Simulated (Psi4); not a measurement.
Psi4 input (wB97X-D/6-311+G**):

```
memory 1500 MB

molecule {
-1 1
O     0.00099809    0.01389308    1.14711140
C     0.00924645    1.12452499    0.24677396
C    -0.00831003   -1.06235820    0.31731738
C     0.00561935    0.80061591   -1.07178213
C    -0.00608590   -0.66131746   -0.98413576
H     0.01719716    2.05952955    0.79186404
H    -0.01570943   -2.02795876    0.80476096
H    -0.01229172   -1.35150690   -1.82255693
symmetry c1
no_reorient
no_com
}

set {
  basis 6-311+G**
  reference rks
  scf_type df
  df_basis_scf def2-universal-jkfit
  dft_radial_points 99
  dft_spherical_points 590
  e_convergence 1e-8
  d_convergence 1e-7
  maxiter 150
}

e = energy('wb97x-d')
print_out(f'\nFINAL {e:.10f} DIPOLE {variable("CURRENT DIPOLE")[0]:.6f} {variable("CURRENT DIPOLE")[1]:.6f} {variable("CURRENT DIPOLE")[2]:.6f}\n')
```

Task: What final total energy does it give?

Result: -229.35811 Eh.
